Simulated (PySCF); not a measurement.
# Dipole moment and polarisability across levels of theory

Tetrafluoroethylene, C2F4.
Z-matrix (Å and degrees, PBE0-D3(BJ)/def2-SVP geometry), rows numbered from 1:
```
F 
C   1  1.3082
F   2  1.3082  1  113.69
C   2  1.3289  1  123.13  3   179.99
F   4  1.3081  2  123.09  1   179.99
F   4  1.3082  2  123.16  1     0.02
```

PySCF, dipoles from the SCF density, polarisabilities from static response with core orbitals frozen. Geometry: PBE0-D3(BJ)/def2-SVP; no solvent, vibrations or thermal averaging.

The anisotropy is √(½[(α1 − α2)² + (α2 − α3)² + (α3 − α1)²]).

```
              level  α (Å³)  anisotropy (Å³)
      LDA/def2-SVPD    4.49             2.25
      PBE/def2-SVPD    4.49             2.28
    B3LYP/def2-SVPD    4.32             2.21
     PBE0/def2-SVPD    4.28             2.17
BHandHLYP/def2-SVPD    4.13             2.12
CAM-B3LYP/def2-SVPD    4.29             2.21
  wB97X-D/def2-SVPD    4.30             2.15
  LC-wPBE/def2-SVPD    4.30             2.23
       HF/def2-SVPD    3.94             2.04
        PBE0/6-31G*    3.26             2.34
      PBE0/def2-SVP    3.19             2.13
```

No reference polarisability is at hand; against PBE0 in the largest diffuse basis at hand (def2-SVPD) the other PBE0 rows deviate by 6-31G* -24%, def2-SVP -26%. The dipole stays under 0.05 D at every level. In one basis (def2-SVPD) the functionals order the polarisability from HF (lowest) to PBE (highest), a spread of 14%. With PBE0 the polarisability is 3.22 Å³ without diffuse functions (mean of 6-31G* and def2-SVP) and 4.28 Å³ with them (def2-SVPD).
